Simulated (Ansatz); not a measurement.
Species: C$_{3}$H$_{7}$, SMILES `C[CH]C` (charge 0, multiplicity 2), formula C3H7.

How many basis functions does frozen-core CCSD(T)/cc-pVTZ // PBE-D3(BJ)/def2-TZVP (Ansatz, a program for electronic structure) use, how many core orbitals are frozen, and how many electrons are correlated?

188 basis functions and 3 frozen orbitals, which leaves 19 correlated electrons. Core time is of the order of minutes.
